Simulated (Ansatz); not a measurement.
# CH₃AlN radical (SMILES [CH]1[NH][AlH]1): single points off equilibrium

A test off equilibrium: a structure displaced at random from a GFN2-xTB minimum is computed at several levels, and each is set against CCSD(T).

Method: single points in def2-TZVPP; program: Ansatz 0.2.0, Gaussian basis.

Correlated methods freeze the cores. Orbitals are unrestricted.

## Step 1: The system as given

SMILES `[CH]1[NH][AlH]1`, 6 atoms, charge 0, spin multiplicity 2.

Atoms are counted from 1 here; the program's logs count them from 0.

Bond lengths: C1–N2 1.313 Å, C1–Al3 2.020 Å, C1–H4 1.136 Å, N2–Al3 1.921 Å, N2–H5 1.000 Å, Al3–H6 1.588 Å. Angles: N2–C1–Al3 66.5°, N2–C1–H4 118.1°, Al3–C1–H4 169.0°, C1–N2–Al3 74.7°, C1–N2–H5 120.0°, Al3–N2–H5 163.0°, C1–Al3–N2 38.8°, C1–Al3–H6 130.1°, N2–Al3–H6 103.6°.

As a file:

```
C    -0.36860   -0.90210   -0.23220
N     0.25370    0.20560   -0.56320
Al    0.59760   -0.02950    1.31170
H    -1.09150   -1.35440   -0.98260
H     0.10600    0.61230   -1.46420
H     0.46790    1.43940    1.90170
```

## Step 2: CCSD(T)/def2-TZVPP

File run/in.yaml:

```yaml
crystal:
  periodic: [false, false, false]
  atoms:
    - {symbol: C, position_ang: [-0.368600, -0.902100, -0.232200]}
    - {symbol: N, position_ang: [0.253700, 0.205600, -0.563200]}
    - {symbol: Al, position_ang: [0.597600, -0.029500, 1.311700]}
    - {symbol: H, position_ang: [-1.091500, -1.354400, -0.982600]}
    - {symbol: H, position_ang: [0.106000, 0.612300, -1.464200]}
    - {symbol: H, position_ang: [0.467900, 1.439400, 1.901700]}
basis:
  gaussian: {orbitals: def2-TZVPP}
magnetization: {spin_polarized: true, initial_magnetization: 1}
correlation: {method: ccsd_t}
scf: {omitted_lower_state_checks: [cluster_reference]}
output: {forces: true}
```

The command line of these runs was not kept.

## Step 3: PBE0-D4/def2-TZVPP

run/in.yaml, as its differences from that of step 2:

```diff
@@ -12,4 +12,3 @@
 magnetization: {spin_polarized: true, initial_magnetization: 1}
-correlation: {method: ccsd_t}
-scf: {omitted_lower_state_checks: [cluster_reference]}
-output: {forces: true}
+hamiltonian: {xc: pbe0, dispersion: d4}
+output: {forces: true, orbitals: {seedname: orbitals}}
```

## Step 4: wB97M-V/def2-TZVPP

run/in.yaml, as its differences from that of step 3:

```diff
@@ -12,3 +12,3 @@
 magnetization: {spin_polarized: true, initial_magnetization: 1}
-hamiltonian: {xc: pbe0, dispersion: d4}
-output: {forces: true, orbitals: {seedname: orbitals}}
+hamiltonian: {xc: {name: wB97M-V}}
+output: {forces: true}
```

## Step 5: r2SCAN-D4/def2-TZVPP

run/in.yaml, as its differences from that of step 4:

```diff
@@ -12,3 +12,3 @@
 magnetization: {spin_polarized: true, initial_magnetization: 1}
-hamiltonian: {xc: {name: wB97M-V}}
+hamiltonian: {xc: r2scan, dispersion: d4}
 output: {forces: true}
```

## Step 6: PBE-D4/def2-TZVPP

run/in.yaml, as its differences from that of step 5:

```diff
@@ -12,3 +12,3 @@
 magnetization: {spin_polarized: true, initial_magnetization: 1}
-hamiltonian: {xc: r2scan, dispersion: d4}
+hamiltonian: {xc: pbe, dispersion: d4}
 output: {forces: true}
```

## Step 7: HSE06-D4/def2-TZVPP

run/in.yaml, as its differences from that of step 6:

```diff
@@ -12,3 +12,3 @@
 magnetization: {spin_polarized: true, initial_magnetization: 1}
-hamiltonian: {xc: pbe, dispersion: d4}
+hamiltonian: {xc: hse06, dispersion: d4}
 output: {forces: true}
```

## Step 8: r2SCAN0-D4/def2-TZVPP

run/in.yaml, as its differences from that of step 7:

```diff
@@ -12,3 +12,3 @@
 magnetization: {spin_polarized: true, initial_magnetization: 1}
-hamiltonian: {xc: hse06, dispersion: d4}
+hamiltonian: {xc: {name: r2SCAN0}, dispersion: d4}
 output: {forces: true}
```

(Steps that only read results are left out.)

Before running it: what results should come out? Wanted: energy less free atoms, CCSD(T)/def2-TZVPP; RMS force component; RMS force error; HOMO and LUMO, PBE0-D4; T1 diagnostic.

As calculated:

| quantity | value |
| --- | --- |
| energy less free atoms, CCSD(T)/def2-TZVPP | -1816.6 kJ/mol |
| RMS force component | 0.566 to 0.750 eV/Å over the methods |
| RMS force error | PBE0-D4 0.324, wB97M-V 0.252, r2SCAN-D4 0.241, PBE-D4 0.218, HSE06-D4 0.320, r2SCAN0-D4 0.382 eV/Å |
| HOMO and LUMO, PBE0-D4 | -4.62 and -1.53 eV |
| T1 diagnostic | 0.019 |

What this shows: Against CCSD(T) the functionals' energies less atoms differ by -128.8 to -31.7 kJ/mol, PBE-D4 by -128.8 kJ/mol. CCSD(T) in triple zeta still lacks some correlation energy of the bonds, so part of these gaps is its own basis error and they don't rank the functionals. For forces PBE-D4 does best and r2SCAN0-D4 worst. Frozen-core CCSD(T) forces in triple zeta carry basis errors of their own, and this is one geometry, so small gaps rank nothing.
